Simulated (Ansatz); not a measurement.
# Si₂H₄O (SMILES O1[SiH2][SiH2]1): a rigid scan of the angle H5–Si2–O1

Aim: the energy along the angle H5–Si2–O1, from CCSD(T) and from cheaper methods, relative to the minimum. No other atom is relaxed.

Method: single points in def2-TZVPP; program: Ansatz 0.2.0, Gaussian basis.

Levels: PBE-D4, r2SCAN-D4, PBE0-D4, B3LYP-D4, wB97M-V, Hartree-Fock, MP2, CCSD, CCSD(T). The scan takes 84.1, 91.6, 99.1, 106.6, 114.1, 121.6, 129.1, 136.6, 144.1°.

Cores are frozen in the correlated methods. B3LYP uses VWN-RPA correlation.

127 further runs of the same task are left out: 127 set aside as unsound or not needed.

## 1. Where the work starts

The minimum, relaxed at PBE0-D4: SMILES `O1[SiH2][SiH2]1`, 7 atoms, charge 0, spin multiplicity 1.

Atoms are counted from 1 here; the program's logs count them from 0.

Bond lengths: O1–Si2 1.695 Å, O1–Si3 1.695 Å, Si2–Si3 2.190 Å, Si2–H4 1.483 Å, Si2–H5 1.483 Å, Si3–H6 1.483 Å, Si3–H7 1.483 Å. Angles: Si2–O1–Si3 80.5°, O1–Si2–Si3 49.8°, O1–Si2–H4 114.1°, O1–Si2–H5 114.1°, Si3–Si2–H4 124.6°, Si3–Si2–H5 124.6°, H4–Si2–H5 110.5°, O1–Si3–Si2 49.8°, O1–Si3–H6 114.1°, O1–Si3–H7 114.1°, Si2–Si3–H6 124.6°, Si2–Si3–H7 124.6°, H6–Si3–H7 110.5°.

Coordinates:

```xyz
7
H4OSi2
O    -0.77628   -0.46490    0.71930
Si   -0.60147   -0.07938   -0.92216
Si    0.78681    0.19038    0.75043
H    -0.61188   -1.25595   -1.82561
H    -1.54749    0.95591   -1.40577
H     0.90735    1.43293    1.55180
H     1.84294   -0.77897    1.13202
```

Energies of the minimum (eV), from earlier single points: PBE-D4 -17858.86231, r2SCAN-D4 -17866.77996, PBE0-D4 -17860.36536, B3LYP-D4 -17870.62438, wB97M-V -17867.23814, CCSD(T) -17841.30652.

At the minimum the angle H5–Si2–O1 is 114.1°.

## 2. H5–Si2–O1 = 84.1°

Input file pbe-tzvpp/in.yaml:

```yaml
crystal:
  periodic: [false, false, false]
  atoms:
    - {symbol: O, position_ang: [-0.776280, -0.464900, 0.719299]}
    - {symbol: Si, position_ang: [-0.601474, -0.079380, -0.922160]}
    - {symbol: Si, position_ang: [0.786810, 0.190378, 0.750429]}
    - {symbol: H, position_ang: [-0.611876, -1.255955, -1.825612]}
    - {symbol: H, position_ang: [-1.716339, 0.864000, -0.661844]}
    - {symbol: H, position_ang: [0.907352, 1.432927, 1.551800]}
    - {symbol: H, position_ang: [1.842941, -0.778970, 1.132024]}
basis:
  gaussian: {orbitals: def2-TZVPP}
hamiltonian: {xc: pbe, dispersion: d4}
output: {forces: true}
```

r2scan-tzvpp/in.yaml differs from pbe-tzvpp/in.yaml so:

```diff
-hamiltonian: {xc: pbe, dispersion: d4}
+hamiltonian: {xc: r2scan, dispersion: d4}
```

pbe0-tzvpp/in.yaml:

```diff
-hamiltonian: {xc: pbe, dispersion: d4}
-output: {forces: true}
+hamiltonian: {xc: pbe0, dispersion: d4}
+output: {forces: true, orbitals: {seedname: orbitals}}
```

b3lyp-tzvpp/in.yaml:

```diff
-hamiltonian: {xc: pbe, dispersion: d4}
+hamiltonian: {xc: {name: B3LYP}, dispersion: d4}
```

wb97mv-tzvpp/in.yaml:

```diff
-hamiltonian: {xc: pbe, dispersion: d4}
-output: {forces: true}
+hamiltonian: {xc: {name: wB97M-V}}
```

ccsdt-tzvpp/in.yaml:

```diff
-hamiltonian: {xc: pbe, dispersion: d4}
-output: {forces: true}
+correlation: {method: ccsd_t}
```

The same command starts each run, in its folder.

On the command line:

```sh
$ ansatz run in.yaml --threads 2 --pin off --events-out ev --progress --plain --max-ram 4352MiB
```

The runs that follow: H5–Si2–O1 = 91.6°; H5–Si2–O1 = 99.1°; H5–Si2–O1 = 106.6°; H5–Si2–O1 = 114.1°; H5–Si2–O1 = 121.6°; H5–Si2–O1 = 129.1°; H5–Si2–O1 = 136.6°; H5–Si2–O1 = 144.1°.

**Question.** What will these runs give? Wanted: highest point, CCSD(T); lowest point, CCSD(T); minimum along the scan, CCSD(T); RMS deviation from CCSD(T); largest T1 diagnostic.

**Answer**, as computed:

| quantity | value |
| --- | --- |
| highest point, CCSD(T) | 16.0 kcal/mol at 84.1° |
| lowest point, CCSD(T) | 0.0 kcal/mol at 114.1° |
| minimum along the scan, CCSD(T) | 114.5° |
| curvature there | 1.34 meV/deg² |
| RMS deviation from CCSD(T) | PBE-D4 0.7, r2SCAN-D4 0.4, PBE0-D4 0.3, B3LYP-D4 0.2, wB97M-V 0.2, Hartree-Fock 1.1, MP2 0.2, CCSD 0.2 kcal/mol |
| largest T1 diagnostic | 0.016 |

A polynomial through the near points puts the CCSD(T) minimum 0.4° above the PBE0-D4 value. Curvature against CCSD(T): PBE-D4 -6 %, Hartree-Fock +13 %. The curve of MP2 lies nearest to CCSD(T), that of Hartree-Fock farthest.
